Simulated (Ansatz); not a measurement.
A nudged elastic band was laid between two geometries of CH5Al (7 atoms, charge 0, multiplicity 1).

The calculation used RKS PBE-D4/6-31G* in Ansatz.

| Quantity | Value |
| --- | --- |
| movable images | 5 |
| climbing image | yes |
| spring | 5.0 eV/Å² |
| optimiser | quadratic models (default) |
| start path | through a guess of the saddle point |
| force threshold | 0.03 eV/Å |
| iteration limit | 60 |
| end points | relaxed |

Image 0:

```xyz
7
Properties=species:S:1:pos:R:3
Al 0.567 0.031 -0.006
C 1.087 -0.033 1.891
H 0.236 -0.205 2.572
H 1.833 -0.828 2.072
H 1.575 0.913 2.195
H 1.692 0.220 -1.141
H -0.969 -0.098 -0.467
```

Image 6:

```xyz
7
Properties=species:S:1:pos:R:3
Al -0.455 0.942 -0.728
C 1.579 -0.134 1.567
H 0.559 -0.510 1.372
H 1.992 -0.703 2.415
H 1.555 0.936 1.828
H 2.222 -0.281 0.685
H -1.432 -0.250 -0.023
```

Q: What changes between the two ends?

A: Bonds broken: Al1–C2, Al1–H6. Bonds formed: C2–H6. CH5Al becomes AlH + CH4.

Q: Give the energies along the band, and the barrier.

A: The forces met the threshold. The highest image is number 3 of 0 to 6, 64.3 kcal/mol above the first end and 43.6 kcal/mol above the last; the last end lies 20.7 kcal/mol above the first. Neighbouring images differ by up to 2.1 eV, so the band resolves the path poorly. A vibrational analysis at the climbing image gives one clearly imaginary mode, 1100i cm⁻¹: a first-order saddle point. The orbitals stay closed-shell, which can raise the energy where a bond breaks towards radicals; this wasn't checked here.

```json
{"image": "0", "path coordinate (Å)": "0.00", "energy (kcal/mol)": "0.0", "Al1–C2 (Å)": "1.97", "Al1–H6 (Å)": "1.61", "C2–H6 (Å)": "3.10"}
{"image": "1", "path coordinate (Å)": "0.87", "energy (kcal/mol)": "0.0", "Al1–C2 (Å)": "1.97", "Al1–H6 (Å)": "1.61", "C2–H6 (Å)": "3.12"}
{"image": "2", "path coordinate (Å)": "1.73", "energy (kcal/mol)": "17.0", "Al1–C2 (Å)": "1.94", "Al1–H6 (Å)": "1.56", "C2–H6 (Å)": "2.54"}
{"image": "3", "path coordinate (Å)": "2.60", "energy (kcal/mol)": "64.3", "Al1–C2 (Å)": "2.30", "Al1–H6 (Å)": "1.59", "C2–H6 (Å)": "1.80"}
{"image": "4", "path coordinate (Å)": "3.52", "energy (kcal/mol)": "22.5", "Al1–C2 (Å)": "2.93", "Al1–H6 (Å)": "2.18", "C2–H6 (Å)": "1.13"}
{"image": "5", "path coordinate (Å)": "4.43", "energy (kcal/mol)": "21.0", "Al1–C2 (Å)": "3.35", "Al1–H6 (Å)": "2.86", "C2–H6 (Å)": "1.10"}
{"image": "6", "path coordinate (Å)": "5.35", "energy (kcal/mol)": "20.7", "Al1–C2 (Å)": "3.25", "Al1–H6 (Å)": "3.27", "C2–H6 (Å)": "1.10"}
```

Q: What is the geometry of the highest image?

A: 
```xyz
7
Properties=species:S:1:pos:R:3
Al 0.431 -0.032 -0.544
C 1.158 -0.031 1.641
H 0.394 -0.657 2.134
H 2.160 -0.347 1.965
H 1.010 1.034 1.895
H 1.853 -0.452 0.034
H -0.986 0.484 -0.008
```

The band took 18 iterations and of the order of 100 core-seconds.

Run time: 100 s on 1 thread of Arm Neoverse V1, with other jobs on the host, peak memory 0.088 GiB.
